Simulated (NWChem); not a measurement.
The numbers come from NWChem runs, not from measurements. System: ClNa, charge 0, spin multiplicity 1, at a geometry optimised with B3LYP/def2-SVP. The structure started from a generated list of species. Level: PBE/Sadlej pVTZ.

The NWChem input:

```
start mol
memory heap 200 mb stack 900 mb global 1100 mb
geometry units angstroms nocenter noautoz
  Na     0.000000     0.000000    -1.420937
  Cl     0.000000     0.000000     0.919430
  symmetry group C2v
end
basis spherical
  * library sadlej_pvtz
end
dft
  xc xpbe96 cpbe96
  semidirect memsize 60000000 filesize 0
  iterations 100
end
property
  dipole
  response 1 0.0
end
task dft property
```

NWChem printed:

```
             Northwest Computational Chemistry Package (NWChem) 7.3.0
             --------------------------------------------------------

                                NWChem Input Module
                                -------------------

 Scaling coordinates for geometry "geometry" by  1.889725989
 (inverse scale =  0.529177249)

 Turning off AUTOSYM since
 SYMMETRY directive was detected!

                             Geometry "geometry" -> ""
                             -------------------------

 Output coordinates in angstroms (scale by  1.889725989 to convert to a.u.)

  No.       Tag          Charge          X              Y              Z
 ---- ---------------- ---------- -------------- -------------- --------------
    1 Na                  11.0000     0.00000000     0.00000000    -1.42093700
    2 Cl                  17.0000     0.00000000     0.00000000     0.91943000

 Effective nuclear repulsion energy (a.u.)      42.2823196375

            Nuclear Dipole moment (a.u.)
            ----------------------------
        X                 Y               Z
 ---------------- ---------------- ----------------
     0.0000000000     0.0000000000     0.0000056692

      Symmetry information
      --------------------

 Group name             C2v
 Group number             16
 Group order               4
 No. of unique centers     2

      Symmetry unique atoms

     1    2


 Summary of "ao basis" -> "" (spherical)
 ------------------------------------------------------------------------------
       Tag                 Description            Shells   Functions and Types
 ---------------- ------------------------------  ------  ---------------------
 *                        sadlej_pvtz                 on all atoms

  pbe96 is a nonlocal functional; adding pw91lda local functional.
                              NWChem Property Module
                              ----------------------

                                 NWChem DFT Module
                                 -----------------

 Summary of "ao basis" -> "ao basis" (spherical)
 ------------------------------------------------------------------------------
       Tag                 Description            Shells   Functions and Types
 ---------------- ------------------------------  ------  ---------------------
 Na                       sadlej pvtz               14       32   7s5p2d
 Cl                       sadlej pvtz               14       32   7s5p2d

 Summary of "ao basis" -> "ao basis" (spherical)
 ------------------------------------------------------------------------------
       Tag                 Description            Shells   Functions and Types
 ---------------- ------------------------------  ------  ---------------------
 Na                       sadlej pvtz               14       32   7s5p2d
 Cl                       sadlej pvtz               14       32   7s5p2d

            General Information
            -------------------
          SCF calculation type: DFT
          Wavefunction type:  closed shell.
          No. of atoms     :     2
          No. of electrons :    28
           Alpha electrons :    14
            Beta electrons :    14
          Charge           :     0
          Spin multiplicity:     1
          Use of symmetry is: off; symmetry adaption is: off
          Maximum number of iterations: 100
          AO basis - number of functions:    64
                     number of shells:    28
          Convergence on energy requested:  1.00D-06
[...]
    10      0.110104  1 Na pz                13     -0.096422  1 Na pz

 Vector   16  Occ=0.000000D+00  E=-9.513699D-03
              MO Center=  1.4D-08,  4.7D-09, -1.9D+00, r^2= 1.7D+01
   Bfn.  Coefficient  Atom+Function         Bfn.  Coefficient  Atom+Function
  ----- ------------  ---------------      ----- ------------  ---------------
    14      0.373627  1 Na px                15      0.342205  1 Na py
    17      0.310124  1 Na px                18      0.284043  1 Na py
    20      0.180188  1 Na px                21      0.165034  1 Na py
    31      0.097188  1 Na d  1              29     -0.089015  1 Na d -1
     8     -0.082965  1 Na px                 9     -0.075988  1 Na py

 Vector   17  Occ=0.000000D+00  E=-9.513698D-03
              MO Center=  7.2D-08, -7.4D-08, -1.9D+00, r^2= 1.7D+01
   Bfn.  Coefficient  Atom+Function         Bfn.  Coefficient  Atom+Function
  ----- ------------  ---------------      ----- ------------  ---------------
    15     -0.373627  1 Na py                14      0.342205  1 Na px
    18     -0.310124  1 Na py                17      0.284043  1 Na px
    21     -0.180188  1 Na py                20      0.165034  1 Na px
    29      0.097189  1 Na d -1              31      0.089015  1 Na d  1
     9      0.082965  1 Na py                 8     -0.075988  1 Na px

 center of mass
 --------------
 x =   0.00000000 y =   0.00000000 z =  -0.01681255

 moments of inertia (a.u.)
 ------------------
         271.308802984385           0.000000000000           0.000000000000
           0.000000000000         271.308802984385           0.000000000000
           0.000000000000           0.000000000000           0.000000000000

     Multipole analysis of the density
     ---------------------------------

     L   x y z        total         alpha         beta         nuclear
     -   - - -        -----         -----         ----         -------
     0   0 0 0     -0.000000    -14.000000    -14.000000     28.000000

     1   1 0 0     -0.000000     -0.000000     -0.000000      0.000000
     1   0 1 0      0.000000      0.000000      0.000000      0.000000
     1   0 0 1     -3.329777     -1.664891     -1.664891      0.000006

     2   2 0 0    -14.788139     -7.394069     -7.394069      0.000000
     2   1 1 0     -0.000000     -0.000000     -0.000000      0.000000
     2   1 0 1     -0.000000     -0.000000     -0.000000      0.000000
     2   0 2 0    -14.788139     -7.394069     -7.394069      0.000000
     2   0 1 1      0.000000      0.000000      0.000000      0.000000
     2   0 0 2     -8.308577    -69.470229    -69.470229    130.631880

 *** CALLING NEW AORESP DRIVER FOR CLOSED AND OPEN SHELLS ***
 Entering AOResponse driver routine

--------------------------------------------------------------------------------

          ****************
          *** RESPONSE ***
          ****************

 Response module for NWChem and dynamic CPKS solver

          -----------------------------------------------
          Solving response equations for perturbing field
          -----------------------------------------------

 number of frequencies:     1
 frequency in a.u.:  0.0000000E+00
 Perturbing field: electric
 Using El. Dipole Length Gauge

 Setting up CPKS with frequency omega =      0.00000000 a.u.

 STATIC response

                                NWChem CPHF Module
                                ------------------

  scftype          =     RHF
  nclosed          =       14
  nopen            =        0
  variables        =      700
  # of vectors     =        3
  tolerance        = 0.10D-03
  level shift      = 0.00D+00
  max iterations   =       50
  max subspace     =       30

  int2e_file: Failed to allocate cache ... halving
 SCF residual:    1.5002610171729842E-004

Iterative solution of linear equations
  No. of variables      700
  No. of equations        3
  Maximum subspace       30
        Iterations       50
       Convergence  1.0D-04

   iter   nsub   residual    time
   ----  ------  --------  ---------
     1      3    3.66D+00       5.6
     2      6    1.96D+00       8.4
     3      9    3.98D-01      11.3
     4     12    6.50D-02      14.1
     5     15    8.82D-03      17.0
     6     18    6.33D-04      19.8
     7     21    1.91D-04      22.6
     8     24    1.10D-05      25.4

 Electric Dipole Response Matrix (nonzero elements):

              1        2        3
    1   32.5111   0.0000   0.0000
    2    0.0000  32.5111   0.0000
    3    0.0000   0.0000  43.3531

 ------------------------------------------
 average:        36.12508 + I       0.00000

 DFT Linear Response polarizability / au
 Frequency  =       0.0000000 / au
 Wavelength = -999999.0000000 / nm
              X              Y              Z
 -----------------------------------------------
 X      32.5110508      0.0000004      0.0000001
 Y       0.0000004     32.5110508      0.0000001
 Z       0.0000001      0.0000001     43.3531260
 -----------------------------------------------
 Eigenvalues =      32.5110513     32.5110504     43.3531260
 Isotropic   =      36.1250759
 Anisotropic =      10.8420752
 -----------------------------------------------

 Magnetic Dipole Response Matrix (nonzero elements):
 Optical rotation tensor Beta

 *** static G'=0. Use GPRIME input with finite omega
 *** or better ORBETA without GPRIME for small or zero freq.

 zero matrix

 ------------------------------------------
 average:         0.00000 + I       0.00000

 Exiting AOResponse driver routine

          -------------
          Dipole Moment
          -------------

 Center of charge (in au) is the expansion point
         X =       0.0000000 Y =       0.0000000 Z =       0.0000002

   Dipole moment        3.3297772537 A.U.
             DMX       -0.0000001037 DMXEFC        0.0000000000
             DMY        0.0000001133 DMYEFC        0.0000000000
             DMZ       -3.3297772537 DMZEFC        0.0000000000
   -EFC- dipole         0.0000000000 A.U.
   Total dipole         3.3297772537 A.U.

   Dipole moment        8.4635135456 Debye(s)
             DMX       -0.0000002636 DMXEFC        0.0000000000
             DMY        0.0000002879 DMYEFC        0.0000000000
             DMZ       -8.4635135456 DMZEFC        0.0000000000
   -EFC- dipole         0.0000000000 DEBYE(S)
   Total dipole         8.4635135456 DEBYE(S)

 1 a.u. = 2.541766 Debyes

 Task  times  cpu:       25.5s     wall:       25.5s

 Total times  cpu:       25.5s     wall:       25.5s
```
